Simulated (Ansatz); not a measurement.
**[H···H···CN], doublet in cc-pVDZ: errors against UCCSDT(Q)**

Geometry: a point of a hydrogen-transfer path between rigid fragments, not a stationary point.

```json
{"atom": "H", "x (Å)": "0.0000", "y (Å)": "0.0000", "z (Å)": "-1.5565"}
{"atom": "H", "x (Å)": "0.0000", "y (Å)": "0.0000", "z (Å)": "-0.6965"}
{"atom": "N", "x (Å)": "0.0000", "y (Å)": "0.0000", "z (Å)": "1.7066"}
{"atom": "C", "x (Å)": "0.0000", "y (Å)": "0.0000", "z (Å)": "0.5465"}
```

Basis cc-pVDZ; Ansatz 0.2.0. Correlated methods freeze the noble-gas cores, which leaves 11 electrons in 36 orbitals. R marks a restricted (for open shells ROHF) determinant, U an unrestricted one. Active spaces: valence = (11e, 10o) chosen from the atoms' valence shells; pair = (3e, 3o) about the gap.

Full CI isn't at hand for all of this; UCCSDT(Q) serves as the reference, and is uncertain by about the last step of the cluster series. The frozen core follows each run's orbitals, which can shift R against U totals by a few meV.

Unrestricted rows (U) aren't spin-pure: their determinants' ⟨S²⟩ exceeds S(S+1) by up to 0.23, so they mix in states of higher spin. For open shells CISD is restricted-active-space CI with the open shells as a complete middle space.

The UHF ⟨S²⟩ is 0.982, the T1 diagnostic (RCCSD) is 0.0287 and the largest doubles amplitude (RCCSD) is 0.102. The T1 diagnostic (UCCSD) is 0.0506.

| level | E − E(UCCSDT(Q)) (kcal/mol) | share of correlation (%) | wall time |
| --- | --- | --- | --- |
| RHF | 208.88 | 0.00 | – |
| UHF | 201.33 | 3.62 | – |
| RMP2 | 17.44 | 91.65 | – |
| UMP2 | 28.12 | 86.54 | – |
| CISD | 26.40 | 87.36 | 2.9 s |
| RCCSD | 9.75 | 95.33 | – |
| UCCSD | 9.67 | 95.37 | – |
| RCCSD(T) | 1.22 | 99.42 | 3.4 s |
| UCCSD(T) | 1.68 | 99.19 | 2.7 s |
| BCCD(T) | 1.26 | 99.40 | 3.3 s |
| RCCSDT | 1.00 | 99.52 | – |
| UCCSDT | 1.01 | 99.52 | – |
| RCCSDT(Q) | 0.00 | 100.00 | 33 s |
| CASSCF (pair space) | 190.60 | 8.75 | – |
| NEVPT2 (pair space) | 17.57 | 91.59 | 2 s |
| MRCISD (pair space) | 22.35 | 89.30 | – |
| MRCISD+Q (pair space) | 4.36 | 97.91 | 3 s |
| CASSCF (valence space) | 106.79 | 48.88 | – |
| NEVPT2 (valence space) | 20.85 | 90.02 | 12 s |
| MRCISD (valence space) | 5.88 | 97.19 | – |
| MRCISD+Q (valence space) | 0.50 | 99.76 | 20 s |

The correlation energy at UCCSDT(Q), counted from RHF, is -9.058 eV. That run took 30 s on 1 thread of Intel Xeon Platinum 8488C, shared host.

Times hold each run's SCF and search for its determinant on a shared host, so for small cases they say little of a method's own cost; they ran on 1 thread of Intel Xeon Platinum 8488C.

Natural occupations of CASSCF (valence space) about the gap: 1.977 1.973 1.933 1.933 1.005 0.072 0.072 0.029 0.015; effectively unpaired electrons, Σ n²(2−n)², 1.08.
